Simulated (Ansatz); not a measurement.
# Band gap of rock-salt AgCl: levels of theory against measurement

Reference value: 3.25 eV (measured, 2 K, zero-point motion not removed, resonant Raman scattering, indirect; as tabulated in Zhang, Jiang, Phys. Rev. B 100, 205123 (2019)).

### Question
Which of these levels comes closest to the reference?
A. LDA+SOC (Ansatz, a program for electronic structure)
B. BLYP (Ansatz)
C. HSE06+SOC (Ansatz)
D. PBE-D3(BJ) (Ansatz)

### Answer
C, HSE06+SOC (Ansatz)

```
level (code)              value (eV)  cell (Å³/atom)  difference (eV)
-------------------  ---------------  --------------  ---------------
LDA+SOC (Ansatz)     0.58 (indirect)           21.37            -2.67
BLYP (Ansatz)                   0.97           21.37            -2.28
PBE-D3(BJ) (Ansatz)             0.91           20.92            -2.34
HSE06+SOC (Ansatz)   2.38 (indirect)           21.37            -0.87
```

Closest of the ranked levels: HSE06+SOC (-0.87 eV). Among them LDA+SOC (-2.67 eV) misses by most. Every level misses the reference by more than 0.5 eV. All 4 levels lie below the reference.

Density-functional gaps are differences of (generalised) Kohn–Sham levels of a static lattice; semilocal ones lie below quasiparticle gaps as a rule. Measured gaps hold zero-point and thermal shifts unless a correction is named. Levels without +SOC have no spin–orbit coupling; where heavier elements are present it shifts gaps, mostly down, and can invert bands.  Values are at the measured cell; PBE-D3(BJ) at the level's own equilibrium cell. Cutoffs and k meshes differ between the levels. Ansatz's density-functional and Hartree–Fock values are scalar-relativistic unless marked +SOC, with PAW data made under PBE.

Differences are worked out from the printed values.
